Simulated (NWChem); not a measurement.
The numbers come from NWChem runs, not from measurements. System: Na, charge 0, spin multiplicity 4. Its SCF solution wasn't tested for a lower state. Level: UMP2/def2-TZVP, 1 core orbitals frozen.

The NWChem input:

```
start mol
memory heap 200 mb stack 900 mb global 1100 mb
geometry units angstroms nocenter noautoz noautosym
  Na     0.000000     0.000000     0.000000
end
basis spherical
  * library def2-tzvp
end
scf
  uhf
  nopen 3
  maxiter 100
  thresh 1e-7
  semidirect memsize 60000000 filesize 0
  # guess.movecs holds the orbitals of an unrestricted PBE0 run
  vectors input guess.movecs output mol.movecs
end
mp2
  freeze core 1
end
task mp2 energy
```

Part of the output:

```
             Northwest Computational Chemistry Package (NWChem) 7.3.0
             --------------------------------------------------------

                                NWChem Input Module
                                -------------------

 Scaling coordinates for geometry "geometry" by  1.889725989
 (inverse scale =  0.529177249)

                             Geometry "geometry" -> ""
                             -------------------------

 Output coordinates in angstroms (scale by  1.889725989 to convert to a.u.)

  No.       Tag          Charge          X              Y              Z
 ---- ---------------- ---------- -------------- -------------- --------------
    1 Na                  11.0000     0.00000000     0.00000000     0.00000000

 Effective nuclear repulsion energy (a.u.)       0.0000000000

            Nuclear Dipole moment (a.u.)
            ----------------------------
        X                 Y               Z
 ---------------- ---------------- ----------------
     0.0000000000     0.0000000000     0.0000000000


 Summary of "ao basis" -> "" (spherical)
 ------------------------------------------------------------------------------
       Tag                 Description            Shells   Functions and Types
 ---------------- ------------------------------  ------  ---------------------
 *                         def2-tzvp                  on all atoms

 Summary of "ao basis" -> "ao basis" (spherical)
 ------------------------------------------------------------------------------
       Tag                 Description            Shells   Functions and Types
 ---------------- ------------------------------  ------  ---------------------
 Na                        def2-tzvp                12       32   5s4p3d

                                 NWChem SCF Module
                                 -----------------

  ao basis        = "ao basis"
  functions       =    32
  atoms           =     1
  alpha electrons =     7
  beta  electrons =     4
  charge          =   0.00
  wavefunction    = UHF
  use symmetry    = F
  symmetry adapt  = F

 Summary of "ao basis" -> "ao basis" (spherical)
 ------------------------------------------------------------------------------
       Tag                 Description            Shells   Functions and Types
 ---------------- ------------------------------  ------  ---------------------
 Na                        def2-tzvp                12       32   5s4p3d

 Forming initial guess at       0.0s

 Starting SCF solution at       0.0s

 ----------------------------------------------
         Quadratically convergent UHF

 Convergence threshold     :          1.000E-07
 Maximum no. of iterations :          100
 Integral*density screening:          1.000E-09
 ----------------------------------------------

              iter       energy          gnorm     gmax       time
             ----- ------------------- --------- --------- --------
                 1     -160.6776677366  2.97D-01  1.72D-01      0.0
                 2     -160.6802028095  2.77D-02  1.66D-02      0.0
                 3     -160.6803619571  1.61D-04  6.97D-05      0.1
                 4     -160.6803619850  1.39D-07  1.02D-07      0.1
                 5     -160.6803619850  8.42D-09  5.36D-09      0.1

       Final UHF  results
       ------------------

         Total SCF energy =   -160.680361984952
      One electron energy =   -220.956865805577
      Two electron energy =     60.276503820625
 Nuclear repulsion energy =      0.000000000000

                       Sz =      1.5000
                 Sz(Sz+1) =      3.7500
                      S^2 =      3.7515

        Time for solution =      0.0s

          Final alpha eigenvalues
          -----------------------

              1
    1  -41.3089
    2   -3.4595
    3   -2.2972
    4   -2.1391
    5   -2.1391
    6   -0.3131
    7   -0.1982
    8    0.0058
    9    0.0058
   10    0.0483
   11    0.1296
   12    0.1526
   13    0.1526
   14    0.2030
   15    0.2060
   16    0.2060
   17    0.2233

          Final beta eigenvalues
          ----------------------

              1
    1  -41.2272
    2   -3.1914
    3   -2.0651
    4   -2.0651
    5   -0.9526
    6   -0.0125
    7    0.0462
    8    0.0462
    9    0.0692
   10    0.0711
   11    0.1889
   12    0.1889
   13    0.2304
   14    0.2511
   15    0.2511
   16    0.2747
   17    0.2747

                    UHF Final Alpha Molecular Orbital Analysis
                    ------------------------------------------

 Vector    5  Occ=1.000000D+00  E=-2.139121D+00
              MO Center= -3.1D-16, -1.2D-16, -1.2D-16, r^2= 2.0D-01
   Bfn.  Coefficient  Atom+Function         Bfn.  Coefficient  Atom+Function
  ----- ------------  ---------------      ----- ------------  ---------------
     8      0.909869  1 Na pz

 Vector    6  Occ=1.000000D+00  E=-3.130989D-01
              MO Center=  2.6D-15,  1.0D-15, -4.2D-16, r^2= 4.1D+00
   Bfn.  Coefficient  Atom+Function         Bfn.  Coefficient  Atom+Function
  ----- ------------  ---------------      ----- ------------  ---------------
     4      1.216337  1 Na s                  3     -0.228260  1 Na s
     5     -0.202075  1 Na s

 Vector    7  Occ=1.000000D+00  E=-1.981684D-01
              MO Center= -2.4D-15,  2.7D-15, -1.7D-15, r^2= 5.2D+00
   Bfn.  Coefficient  Atom+Function         Bfn.  Coefficient  Atom+Function
  ----- ------------  ---------------      ----- ------------  ---------------
    15      0.521160  1 Na px                16     -0.513628  1 Na py
    12      0.228631  1 Na px                13     -0.225326  1 Na py

 Vector    8  Occ=0.000000D+00  E= 5.824699D-03
              MO Center=  1.8D-16, -3.7D-16,  2.5D-15, r^2= 8.5D+00
   Bfn.  Coefficient  Atom+Function         Bfn.  Coefficient  Atom+Function
  ----- ------------  ---------------      ----- ------------  ---------------
    14      0.709728  1 Na pz                17      0.353832  1 Na pz

 Vector    9  Occ=0.000000D+00  E= 5.824699D-03
              MO Center= -1.3D-15, -2.4D-15,  1.1D-16, r^2= 8.5D+00
   Bfn.  Coefficient  Atom+Function         Bfn.  Coefficient  Atom+Function
  ----- ------------  ---------------      ----- ------------  ---------------
    13      0.510098  1 Na py                12      0.495679  1 Na px
    16      0.254307  1 Na py                15      0.247119  1 Na px

 Vector   10  Occ=0.000000D+00  E= 4.830896D-02
              MO Center= -3.1D-15, -1.3D-15, -3.9D-15, r^2= 1.9D+01
   Bfn.  Coefficient  Atom+Function         Bfn.  Coefficient  Atom+Function
  ----- ------------  ---------------      ----- ------------  ---------------
     5      1.919282  1 Na s                  4     -1.582562  1 Na s

                     UHF Final Beta Molecular Orbital Analysis
                     -----------------------------------------

 Vector    2  Occ=1.000000D+00  E=-3.191381D+00
              MO Center=  8.9D-17,  6.7D-17,  2.9D-17, r^2= 2.0D-01
   Bfn.  Coefficient  Atom+Function         Bfn.  Coefficient  Atom+Function
  ----- ------------  ---------------      ----- ------------  ---------------
     3      0.673549  1 Na s                  2     -0.400570  1 Na s
     1     -0.251301  1 Na s

 Vector    3  Occ=1.000000D+00  E=-2.065074D+00
              MO Center=  2.6D-17, -1.6D-17, -4.0D-17, r^2= 2.0D-01
   Bfn.  Coefficient  Atom+Function         Bfn.  Coefficient  Atom+Function
  ----- ------------  ---------------      ----- ------------  ---------------
     8      0.903407  1 Na pz                11      0.155616  1 Na pz

 Vector    4  Occ=1.000000D+00  E=-2.065074D+00
              MO Center= -7.4D-17, -8.6D-17, -3.6D-17, r^2= 2.0D-01
   Bfn.  Coefficient  Atom+Function         Bfn.  Coefficient  Atom+Function
  ----- ------------  ---------------      ----- ------------  ---------------
     7      0.649310  1 Na py                 6      0.630935  1 Na px

 Vector    5  Occ=0.000000D+00  E=-9.526083D-01
              MO Center=  9.4D-18,  2.2D-17,  1.5D-17, r^2= 2.6D-01
   Bfn.  Coefficient  Atom+Function         Bfn.  Coefficient  Atom+Function
  ----- ------------  ---------------      ----- ------------  ---------------
     6      0.581173  1 Na px                 7     -0.572773  1 Na py
     9      0.205286  1 Na px                10     -0.202319  1 Na py

 Vector    6  Occ=0.000000D+00  E=-1.254554D-02
              MO Center=  1.1D-14,  6.5D-15,  5.8D-15, r^2= 6.8D+00
   Bfn.  Coefficient  Atom+Function         Bfn.  Coefficient  Atom+Function
  ----- ------------  ---------------      ----- ------------  ---------------
     4      0.609725  1 Na s                  5      0.462008  1 Na s
     3     -0.186276  1 Na s

 Vector    7  Occ=0.000000D+00  E= 4.619077D-02
              MO Center=  6.3D-14,  6.0D-14,  1.0D-14, r^2= 1.1D+01
   Bfn.  Coefficient  Atom+Function         Bfn.  Coefficient  Atom+Function
  ----- ------------  ---------------      ----- ------------  ---------------
    13      0.689262  1 Na py                12      0.669778  1 Na px

 center of mass
 --------------
 x =   0.00000000 y =   0.00000000 z =   0.00000000

 moments of inertia (a.u.)
 ------------------
           0.000000000000           0.000000000000           0.000000000000
           0.000000000000           0.000000000000           0.000000000000
           0.000000000000           0.000000000000           0.000000000000

  Mulliken analysis of the total density
  --------------------------------------

    Atom       Charge   Shell Charges
 -----------   ------   -------------------------------------------------------
    1 Na  11    11.00   2.00  0.77  1.23  1.15 -0.16  4.56  0.47  0.27  0.71  0.00  0.00  0.01

  Mulliken analysis of the alpha density
  --------------------------------------

    Atom       Charge   Shell Charges
 -----------   ------   -------------------------------------------------------
    1 Na  11     7.00   1.00  0.40  0.59  1.15 -0.16  2.76  0.27  0.27  0.71  0.00  0.00  0.01

   Mulliken analysis of the beta density
   -------------------------------------

    Atom       Charge   Shell Charges
 -----------   ------   -------------------------------------------------------
    1 Na  11     4.00   1.00  0.37  0.64 -0.00  0.00  1.80  0.20  0.00 -0.00  0.00  0.00 -0.00

   Mulliken analysis of the spin density
   -------------------------------------

    Atom       Charge   Shell Charges
 -----------   ------   -------------------------------------------------------
    1 Na  11     3.00   0.00  0.04 -0.04  1.16 -0.16  0.95  0.07  0.27  0.71 -0.00  0.00  0.01

       Multipole analysis of the density wrt the origin
       ------------------------------------------------

     L   x y z        total         alpha         beta         nuclear
     -   - - -        -----         -----         ----         -------
     0   0 0 0     -0.000000     -7.000000     -4.000000     11.000000

     1   1 0 0      0.000000      0.000000     -0.000000      0.000000
     1   0 1 0     -0.000000     -0.000000      0.000000      0.000000
     1   0 0 1      0.000000      0.000000      0.000000      0.000000

     2   2 0 0    -14.171070    -13.506327     -0.664743      0.000000
     2   1 1 0      4.237567      4.386319     -0.148751      0.000000
     2   1 0 1     -0.395169     -0.409041      0.013872      0.000000
     2   0 2 0    -14.047673    -13.378598     -0.669075      0.000000
     2   0 1 1      0.389457      0.403129     -0.013671      0.000000
     2   0 0 2     -9.907674     -9.093272     -0.814401      0.000000

                   NWChem MP2 Semi-direct Energy/Gradient Module
                   ---------------------------------------------

  Basis functions       =     32
  Molecular orbitals    =     32
  Frozen core           =      1
  Frozen virtuals       =      0
  Active alpha occupied =      6
  Active beta occupied  =      3
  Active alpha virtual  =     25
  Active beta virtual   =     28
  Use MO symmetry       = F
  Use skeleton AO sym   = F

  AO/Fock/Back tols     =   1.0D-09  1.0D-09  1.0D-09

 GA uses MA = F    GA memory limited = T

 Available:
  local mem=  1.26D+08
 global mem=  1.44D+08
 local disk=  0.00D+00
  mp2_memr nvloc                    25
  nvloc new                    25
   1 passes of   6:        3145728                       5913                    271082.
   1 passes of   6: M    126154808           G      144177152           F     123009080.

 Semi-direct pass number   1 of   1  for UHF alpha       at        0.1s
  vrange nnbf                   528
  mp2_eaftype                    10  avail_ma_in_mb                  1099
 EAF : mp2_eaftype filesize          10     135541.
  mp2_eaf for mointskh                     10
Node 0 wrote      0.6 Mb in      0.0 s     Agg I/O rate:  1855.2 Mb/s
 Done moints_semi at        0.1s
  mp2_eaftype                    10  avail_ma_in_mb                  1089
 EAF : mp2_eaftype filesize          10     135541.
  mp2_eaf for kh                    10
 Done maket at        0.1s
 Done multipass loop at        0.1s

 GA uses MA = F    GA memory limited = T

 Available:
  local mem=  1.26D+08
 global mem=  1.44D+08
 local disk=  0.00D+00
  mp2_memr nvloc                    28
  nvloc new                    28
   1 passes of   3:        3145728                       4230                    152599.
   1 passes of   3: M    126154808           G      144177152           F     123009080.

 Semi-direct pass number   1 of   1  for UHF beta        at        0.1s
  vrange nnbf                   528
  mp2_eaftype                    10  avail_ma_in_mb                  1099
 EAF : mp2_eaftype filesize          10      76299.
  mp2_eaf for mointskh                     10
Node 0 wrote      0.4 Mb in      0.0 s     Agg I/O rate:  2275.4 Mb/s
 Done moints_semi at        0.2s
  mp2_eaftype                    10  avail_ma_in_mb                  1089
 EAF : mp2_eaftype filesize          10      76299.
  mp2_eaf for kh                    10
 Done maket at        0.2s
 Done multipass loop at        0.2s

          -------------------------------------------
          SCF energy                -160.680361984952
          Correlation energy          -0.118476045567
          Singlet pairs                0.000000000000
          Triplet pairs                0.000000000000
          Total MP2 energy          -160.798838030519
          -------------------------------------------

          ---------------------------------------------------
                    Spin Component Scaled (SCS) MP2
          Same spin pairs                     -0.031513232559
          Same spin scaling factor             0.333333333333
          Opposite spin pairs                 -0.086962813008
          Opposite spin scaling fact.          1.200000000000
          SCS-MP2 correlation energy          -0.114859786463
          Total SCS-MP2 energy              -160.795221771415
          ---------------------------------------------------

 -----------------------
 Performance information
 -----------------------

 Timer overhead =  9.60D-08 seconds/call

               Nr. of calls         CPU time (s)                 Wall time (s)                GFlops
             ---------------    -------------------     ------------------------------   -------------------
Name         Min   Avg   Max    Min     Avg     Max     Min     Avg     Max   Mx/calls   Min     Max     Sum
mp2: moin     2     2     2   0.10    0.10    0.10     0.10    0.10    0.10    5.18E-2   0.0     0.0     0.0
mp2: make     2     2     2   7.44E-3 7.44E-3 7.44E-3  7.44E-3 7.44E-3 7.44E-3 3.72E-3   0.0     0.0     0.0
mp2: tota     1     1     1   0.12    0.12    0.12     0.12    0.12    0.12    0.12      0.0     0.0     0.0

 The average no. of pstat calls per process was 5.00D+00
 with a timing overhead of 4.80D-07s

 Task  times  cpu:        0.2s     wall:        0.2s

 Total times  cpu:        0.2s     wall:        0.2s
```
